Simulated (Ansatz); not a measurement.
Input file:

```yaml
crystal:
  periodic: [false, false, false]
  atoms:
    - {symbol: Al, position_ang: [0.000000, 0.000000, 0.000000]}
    - {symbol: H, position_ang: [1.585776, 0.015051, -0.000083]}
    - {symbol: H, position_ang: [-0.805923, 1.365794, -0.002790]}
    - {symbol: H, position_ang: [-0.779853, -1.380845, 0.002873]}
basis:
  gaussian: {orbitals: def2-SVP}
magnetization: {spin_polarized: false, initial_magnetization: 2}
correlation: {method: fic_nevpt4_sd, electrons: outside_noble_gas, active_space: {window: {electrons: 2, orbitals: 6}}}
accuracy: high
```

```sh
$ ansatz run in.yaml --threads 1 --pin off --events-out ev --progress --plain --max-ram 2393MiB
```

Log:

```
624 factors; integrals over basis functions are off by at most 3.7e-9 eV
mean field evaluation 1: about -6621.2645 eV, gradient 9.3e0 eV
mean field evaluation 2: about -6621.2666 eV, gradient 9.3e0 eV
mean field evaluation 4: about -6621.9277 eV, gradient 3.6e-1 eV
mean field evaluation 8: about -6621.9284 eV, gradient 1.4e-5 eV
mean field evaluation 16: about -6621.9284 eV, gradient 5.4e-7 eV
mean field evaluation 32: about -6622.2982 eV, gradient 2.7e-8 eV
mean field evaluation 64: about -6622.2977 eV, gradient 1.8e-1 eV
mean field -6622.29819454 eV, -243.3649698943 hartree, gradient 5.2e-8 eV, S^2 2.000000; 5 other end points of the search recorded, 0 dependent functions left out
reference -6622.29819454 eV, -243.3649698943 hartree; 9, 7 occupied and 24, 26 virtual orbitals, 624 factors
state -6622.36077737 eV, -243.3672697710 hartree
state -6622.36077737 eV, -243.3672697710 hartree; corrected -6624.76193317 eV, -243.4555106189 hartree
state -6622.36077725 eV, -243.3672697665 hartree
state -6622.36077725 eV, -243.3672697665 hartree; corrected -6624.76193312 eV, -243.4555106171 hartree
state -6622.36077737 eV, -243.3672697710 hartree; corrected -6624.76193317 eV, -243.4555106189 hartree
2 active orbitals were swapped for others, from the solution at -6622.36077725 eV, -243.3672697665 hartree to that at -6622.36077737 eV, -243.3672697710 hartree; typed "places" are swapped only where nearly empty or full, and so, without "given_window_search", are "orbital_numbers", "shells" and a window whose orbitals a file names under [Active]
Total energy: -6624.76193317 eV, -243.4555106189 hartree
```

Natural occupations: 0.9981 0.9981 0.0015 0.0015 0.0004 0.0004.

Ran on 1 thread of Intel Xeon Platinum 8375C, shared host: 9 s wall, 0.11 GiB peak host memory.
